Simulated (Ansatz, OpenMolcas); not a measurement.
How basis sets differ on LiH (SMILES [LiH])

LiH: 2 atoms, total charge 0, spin state singlet. As SMILES, `[LiH]`. The bond length is the measured one.

| atom | x (Å) | y (Å) | z (Å) |
| --- | --- | --- | --- |
| Li | 0.0000 | 0.0000 | 0.0000 |
| H | 0.0000 | 0.0000 | 1.5957 |

Each level gives the energy change with the Li1–H2 bond stretched from 1.596 to 3.989 Å (eV). The values are calculated.

| level | kind | program | value (eV) | CPU time (all runs) |
| --- | --- | --- | --- | --- |
| PBE0/3-21G (restricted) | global hybrid | Ansatz | 2.84 | 0.78 s |
| PBE0/def2-SVP (restricted) | global hybrid | OpenMolcas | 2.80 | 5.9 s |
| PBE0/6-31G** (spherical functions) (restricted) | global hybrid | OpenMolcas | 2.83 | 6 s |
| PBE0/cc-pVTZ (restricted) | global hybrid | Ansatz | 2.75 | 1.5 s |

The first shape isn't each level's own minimum. The values span 2.75 to 2.84 eV. Times are those of the runs behind each value, whatever else they computed, on shared processors of several kinds: orders of magnitude only.
